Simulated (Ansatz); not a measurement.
# H3PS, SMILES PS: a relaxed scan of one distance

Program: the Ansatz DFT code, driven from Python.

`relaxed_scan_h3ps.py`:
```python
# -*- coding: utf-8 -*-
'''One bond of H3PS held at set lengths while the rest relaxes.'''

import logging
import sys

import ansatz as az
import numpy as np

logging.basicConfig(stream=sys.stdout, format='%(levelname)s %(message)s')
logger = logging.getLogger('h3ps')
logger.setLevel(logging.INFO)

geometry_ang = [
    ('P', (-0.6081, -0.4777, 0.3761)),
    ('S', (0.4107, 1.191, -0.44)),
    ('H', (0.3176, -1.4192, 0.234)),
    ('H', (-1.2683, -0.8141, -0.814)),
    ('H', (1.198, 1.4464, 0.6024)),
]
h3ps = az.Crystal.molecule()
for symbol, xyz in geometry_ang:
    h3ps = h3ps.atom(symbol, xyz)

base = (
    h3ps.calculation()
    .basis(gaussian='def2-SVP')
    .functional('B3LYP')
)
symbols = [site.symbol for site in h3ps.cartesian_sites]
pairs = [(0, 1), (0, 2), (0, 3), (1, 4)]
print('held (A)   E (eV)        ', '  '.join(f'{symbols[i]}{i}-{symbols[j]}{j}' for i, j in pairs))
for length in [1.22, 1.33, 1.43, 1.59, 1.79]:
    summary = base.relax(constraints=[az.DistanceConstraint((0, 2), at=length)], force_tolerance=0.02, max_steps=60).run(threads=1, pin='off').report
    xyz = np.array(summary['positions_ang'])
    print(f'{length:6.2f} {summary["free_energy_ev"]:14.5f}  ', '  '.join(f'{np.linalg.norm(xyz[i] - xyz[j]):.3f}' for i, j in pairs))
```

Running `python relaxed_scan_h3ps.py` prints:
```text
held (A)   E (eV)         P0-S1  P0-H2  P0-H3  S1-H4
DeckWarning: relax.constraints: the input's atoms, or those drawn, lie off the distances that are held; a relaxation that starts there is brought onto them ahead of its first SCF, by positions alone, an atom by 5.40e-2 Å at the most. With the symmetry detection on, the symmetry is detected on the input's atoms as so [...]
  1.22   -20167.07984   2.160  1.220  1.431  1.353
  1.33   -20167.59742   2.160  1.330  1.430  1.353
  1.43   -20167.71544   2.161  1.430  1.429  1.353
  1.59   -20167.51928   2.158  1.590  1.429  1.353
  1.79   -20166.98075   2.149  1.790  1.428  1.354
```
(Warnings from the package without file and line, shortened, repeats left out.)

Caveats:
- Total energies depend on the basis set; only differences at equal settings carry meaning.
- The energies are electronic: no zero-point or thermal terms, and the basis set is short of its limit.
- b3lyp holds the VWN-RPA fit, as in Gaussian; the form of ORCA and Turbomole is b3lyp5.
- It ran for 41 s on 1 thread of Arm Neoverse V2 (shared host), peak memory 0.17 GiB.
